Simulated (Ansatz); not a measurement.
A nudged elastic band was laid between two geometries of CH6OSi + H (10 atoms, charge 0, multiplicity 2).

These are results of UKS PBE0-D4/6-31G* (Ansatz), not measurements.

| Property | Result |
| --- | --- |
| movable images | 5 |
| climbing image | yes |
| spring | 5.0 eV/Å² |
| optimiser | quadratic models (default) |
| start path | through a guess of the saddle point |
| force threshold | 0.05 eV/Å |
| iteration limit | 60 |
| end points | relaxed |

First end point:

```xyz
10
Properties=species:S:1:pos:R:3
Si 0.213 0.364 0.342
H -1.737 -2.616 1.668
H 1.661 0.682 0.137
C -0.855 1.712 -0.378
H -1.917 1.482 -0.244
H -0.652 2.673 0.106
H -0.664 1.825 -1.451
H -0.049 -0.937 -0.349
O -0.160 0.266 1.964
H 0.289 -0.430 2.458
```

Last end point:

```xyz
10
Properties=species:S:1:pos:R:3
Si 0.744 0.553 0.122
H -0.799 -0.527 2.621
H 2.010 1.144 -0.419
C -0.757 1.626 -0.249
H -1.639 1.171 0.210
H -0.631 2.635 0.156
H -0.921 1.710 -1.330
H 0.605 -0.830 -0.432
O -1.436 -0.823 1.958
H -1.049 -1.639 1.616
```

**Question.** What changes between the two ends?

**Answer.** Bonds broken: Si1–O9. Bonds formed: H2–O9. CH6OSi + H becomes CH5Si + H2O.

**Question.** What energy profile does the band end with?

**Answer.** It converged. The highest image is number 4 of 0 to 6, 0.158 eV above the first end and 0.117 eV above the last; the last end lies 0.041 eV above the first. The profile has 2 maxima (images 2, 4) with wells between them (image 3): this band takes more than one step, which may be the mechanism or a detour left from its start path. A vibrational analysis at the climbing image gives one clearly imaginary mode, 153i cm⁻¹, and a faint second one (21i cm⁻¹) that may be numerical noise or a soft torsion: probably a first-order saddle point.

| image | path coordinate (Å) | energy (eV) | Si1–O9 (Å) | H2–O9 (Å) |
| --- | --- | --- | --- | --- |
| 0 | 0.00 | 0.000 | 1.67 | 3.30 |
| 1 | 2.19 | 0.013 | 1.67 | 2.59 |
| 2 | 4.39 | 0.112 | 2.86 | 0.97 |
| 3 | 6.58 | 0.056 | 3.21 | 0.97 |
| 4 | 8.77 | 0.158 | 3.67 | 0.97 |
| 5 | 10.15 | 0.100 | 3.38 | 0.97 |
| 6 | 11.53 | 0.041 | 3.17 | 0.97 |

**Question.** What is the geometry of the highest image?

**Answer.** 
```xyz
10
Properties=species:S:1:pos:R:3
Si 0.243 0.268 -0.249
H -0.578 -0.536 2.199
H 1.692 0.619 -0.175
C -0.854 1.755 -0.604
H -1.911 1.471 -0.596
H -0.707 2.535 0.149
H -0.621 2.181 -1.587
H 0.039 -0.850 -1.216
O -0.880 -0.840 3.069
H -0.295 -1.583 3.263
```

Run time: 2.4 min on 1 thread of AMD EPYC 9R45 96-Core Processor (Zen 5), with other jobs on the host, peak memory 0.18 GiB.
